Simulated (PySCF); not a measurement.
## How methods differ on the ionisation energy of Ne

Ne [Ne] (1S) → Ne⁺ [He] 2s2 2p5 (2P), as a difference of total energies. All numbers are calculated (PySCF 2.14, the spin-free X2C one-electron Hamiltonian (Gaussian nucleus), in Sapporo-DZP-2012). Correlated levels: valence: 1s2 frozen. The calculations carry no spin-orbit coupling.

| method | ionisation energy (eV) | error (eV) |
| --- | --- | --- |
| UHF | 19.634 | -1.963 |
| MN15 | 21.277 | -0.320 |
| TPSS | 21.072 | -0.525 |
| MP2 (valence) | 21.176 | -0.421 |
| SCS-MP2 (valence) | 21.028 | -0.569 |
| CCSD (valence) | 20.955 | -0.642 |
| CCSD(T) (valence) | 20.955 | -0.642 |

Reference: 21.597 eV (measured; NIST levels, between the centres of gravity of the two terms).

Errors of the correlated levels include the incompleteness of this basis and the frozen core.
